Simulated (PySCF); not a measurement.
PySCF input (PBE/6-311++G(2d,2p)):

```python
import numpy as np, basis_set_exchange as bse
from pyscf import gto, scf, dft, df
from pyscf.prop.polarizability import rks as pol

basis = {'C': gto.basis.parse(bse.get_basis('6-311++G(2d,2p)', elements=['C'], fmt='nwchem')), 'Cl': gto.basis.parse(bse.get_basis('6-311++G(2d,2p)', elements=['Cl'], fmt='nwchem')), 'H': gto.basis.parse(bse.get_basis('6-311++G(2d,2p)', elements=['H'], fmt='nwchem'))}
mol = gto.M(
    atom='''
    C     0.00394345    0.00524516    0.76725426
    Cl   -0.01752138    1.48253369   -0.22626440
    Cl    0.01529894   -1.48548974   -0.20614288
    H    -0.89039947   -0.00050138    1.37837936
    H     0.90452024    0.01928333    1.36901878
    ''',
    basis=basis,
    charge=0,
    verbose=4,
    max_memory=8640,
)
mf = dft.RKS(mol, xc='pbe')
mf.grids.level = 3
mf = mf.density_fit(auxbasis=df.autoaux(mol))
mf.conv_tol = 1e-9
mf.max_cycle = 100
print('smallest overlap eigenvalue', np.linalg.eigvalsh(mol.intor('int1e_ovlp'))[0])
mf.kernel()
dip = mf.dip_moment()
p = pol.Polarizability(mf)
p.max_cycle_cphf = 60
alpha = p.polarizability()
print('polarisability/bohr^3', alpha.trace() / 3)
```

Output:

```
PySCF version 2.14.0

[INPUT] verbose = 4
[INPUT] num. atoms = 5
[INPUT] num. electrons = 42
[INPUT] charge = 0
[INPUT] spin (= nelec alpha-beta = 2S) = 0
[INPUT] symmetry False subgroup None
[INPUT] Mole.unit = angstrom
[INPUT] Symbol           X                Y                Z      unit          X                Y                Z       unit  Magmom
[INPUT]  1 C      0.003943450000   0.005245160000   0.767254260000 AA    0.007452040486   0.009911915880   1.449900419306 Bohr   0.0
[INPUT]  2 Cl    -0.017521380000   1.482533690000  -0.226264400000 AA   -0.033110609524   2.801582644541  -0.427577747739 Bohr   0.0
[INPUT]  3 Cl     0.015298940000  -1.485489740000  -0.206142880000 AA    0.028910806596  -2.807168769451  -0.389553585729 Bohr   0.0
[INPUT]  4 H     -0.890399470000  -0.000501380000   1.378379360000 AA   -1.682611139758  -0.000947470884   2.604759486153 Bohr   0.0
[INPUT]  5 H      0.904520240000   0.019283330000   1.369018780000 AA    1.709295527726   0.036440212470   2.587070553586 Bohr   0.0

nuclear repulsion = 133.605511501017
number of shells = 53
number of NR pGTOs = 178
number of NR cGTOs = 117
basis = {'C': [[0, [4563.24, 0.00196665], [682.024, 0.0152306], [154.973, 0.0761269], [44.4553, 0.260801], [13.029, 0.616462], [1.82773, 0.221006]], [0, [20.9642, 0.11466], [4.80331, 0.919999], [1.45933, -0.00303068]], [0, [0.483456, 1.0]], [0, [0.145585, 1.0]], [0, [0.0438, 1.0]], [1, [20.9642, 0.0402487], [4.80331, 0.237594], [1.45933, 0.815854]], [1, [0.483456, 1.0]], [1, [0.145585, 1.0]], [1, [0.0438, 1.0]], [2, [1.252, 1.0]], [2, [0.313, 1.0]]], 'Cl': [[0, [105819.0, 0.000738], [15872.0, 0.005718], [3619.65, 0.029495], [1030.8, 0.117286], [339.908, 0.362949], [124.538, 0.584149]], [0, [124.538, 0.134177], [49.5135, 0.62425], [20.8056, 0.291756]], [0, [6.58346, 1.0]], [0, [2.56468, 1.0]], [0, [0.559763, 1.0]], [0, [0.183273, 1.0]], [0, [0.0483, 1.0]], [1, [589.776, 0.002391], [139.849, 0.018504], [45.1413, 0.081377], [16.8733, 0.221552], [6.7411, 0.772569]], [1, [6.7411, -1.572244], [2.77152, 0.992389]], [1, [1.02387, 1.0]], [1, [0.381368, 1.0]], [1, [0.109437, 1.0]], [1, [0.0483, 1.0]], [2, [1.5, 1.0]], [2, [0.375, 1.0]]], 'H': [[0, [33.865, 0.0254938], [5.09479, 0.190373], [1.15879, 0.852161]], [0, [0.32584, 1.0]], [0, [0.102741, 1.0]], [0, [0.036, 1.0]], [1, [1.5, 1.0]], [1, [0.375, 1.0]]]}
ecp = {}
ETB for Cl: l = 0, exps = 0.0966 * 1.8^n , n = 0..20
ETB for Cl: l = 1, exps = 0.0966 * 1.8^n , n = 0..17
ETB for Cl: l = 2, exps = 0.0966 * 1.8^n , n = 0..16
ETB for Cl: l = 3, exps = 0.4233 * 2.2^n , n = 0..5
ETB for H: l = 0, exps = 0.072 * 1.8^n , n = 0..12
ETB for H: l = 1, exps = 0.411 * 2^n , n = 0..3
ETB for H: l = 2, exps = 0.75 * 2.2^n , n = 0..2
ETB for C: l = 0, exps = 0.0876 * 1.8^n , n = 0..15
ETB for C: l = 1, exps = 0.0876 * 1.8^n , n = 0..13
ETB for C: l = 2, exps = 0.0876 * 1.8^n , n = 0..12
ETB for C: l = 3, exps = 0.3568 * 2.2^n , n = 0..3
smallest overlap eigenvalue 0.00021125861203230933

******** <class 'pyscf.df.df_jk.DFRKS'> ********
method = DFRKS
initial guess = minao
damping factor = 0
level_shift factor = 0
DIIS = <class 'pyscf.scf.diis.CDIIS'>
diis_start_cycle = 1
diis_space = 8
diis_damp = 0
SCF conv_tol = 1e-09
SCF conv_tol_grad = None
SCF max_cycles = 100
direct_scf = False
XC library pyscf.dft.libxc version 7.1.2
    S. Lehtola, C. Steigemann, M. J. T. Oliveira, and M. A. L. Marques,  SoftwareX 7, 1–5 (2018)
XC functionals = pbe
    J. P. Perdew, K. Burke, and M. Ernzerhof,  Phys. Rev. Lett. 77, 3865 (1996)
    J. P. Perdew, K. Burke, and M. Ernzerhof,  Phys. Rev. Lett. 78, 1396 (1997)
    J. P. Perdew, K. Burke, and M. Ernzerhof,  Phys. Rev. Lett. 77, 3865 (1996)
    J. P. Perdew, K. Burke, and M. Ernzerhof,  Phys. Rev. Lett. 78, 1396 (1997)
radial grids:
    Treutler-Ahlrichs [JCP 102, 346 (1995); DOI:10.1063/1.469408] (M4) radial grids

becke partition: Becke, JCP 88, 2547 (1988); DOI:10.1063/1.454033
pruning grids: <function nwchem_prune>
grids dens level: 3
symmetrized grids: False
atomic radii adjust function: <function treutler_atomic_radii_adjust>
small_rho_cutoff = 0
Set gradient conv threshold to 3.16228e-05
Initial guess from minao.
tot grids = 71496
init E= -959.404434906325
  HOMO = -0.309360464209008  LUMO = -0.0714579690740897  gap/eV = 6.47366
cycle= 1 E= -959.301349252055  delta_E= 0.103  |g|= 0.271  |ddm|= 1.77
  HOMO = -0.247148482081133  LUMO = -0.0486263013119442  gap/eV = 5.40206
cycle= 2 E= -959.290366041639  delta_E= 0.011  |g|= 0.305  |ddm|= 0.604
  HOMO = -0.267138318801544  LUMO = -0.0509269971137149  gap/eV = 5.88341
cycle= 3 E= -959.3100124246  delta_E= -0.0196  |g|= 0.128  |ddm|= 0.374
  HOMO = -0.275556360411416  LUMO = -0.0621548526325161  gap/eV = 5.80695
cycle= 4 E= -959.313589715826  delta_E= -0.00358  |g|= 0.0458  |ddm|= 0.112
  HOMO = -0.270863915814002  LUMO = -0.0569470351694545  gap/eV = 5.82097
cycle= 5 E= -959.314102972077  delta_E= -0.000513  |g|= 0.00375  |ddm|= 0.0423
  HOMO = -0.27087051174399  LUMO = -0.0570131087280692  gap/eV = 5.81936
cycle= 6 E= -959.314105950314  delta_E= -2.98e-06  |g|= 0.00135  |ddm|= 0.00796
  HOMO = -0.270801294872434  LUMO = -0.0569787968808028  gap/eV = 5.81841
cycle= 7 E= -959.314106437167  delta_E= -4.87e-07  |g|= 0.000202  |ddm|= 0.00333
  HOMO = -0.270791241597918  LUMO = -0.056969939765575  gap/eV = 5.81837
cycle= 8 E= -959.314106447932  delta_E= -1.08e-08  |g|= 4.17e-05  |ddm|= 0.000419
  HOMO = -0.270791840190638  LUMO = -0.0569690584847533  gap/eV = 5.81841
cycle= 9 E= -959.314106448338  delta_E= -4.06e-10  |g|= 8.55e-06  |ddm|= 5.66e-05
  HOMO = -0.270792574664605  LUMO = -0.0569696261916051  gap/eV = 5.81842
Extra cycle  E= -959.31410644831  delta_E= 2.77e-11  |g|= 1.34e-05  |ddm|= 2.93e-05
converged SCF energy = -959.31410644831
Dipole moment(X, Y, Z, Debye):  0.00835,  0.01110,  1.62449
Isotropic polarizability 40.3723199014
Polarizability anisotropy 20.7326176991
polarisability/bohr^3 40.37231990142697
```
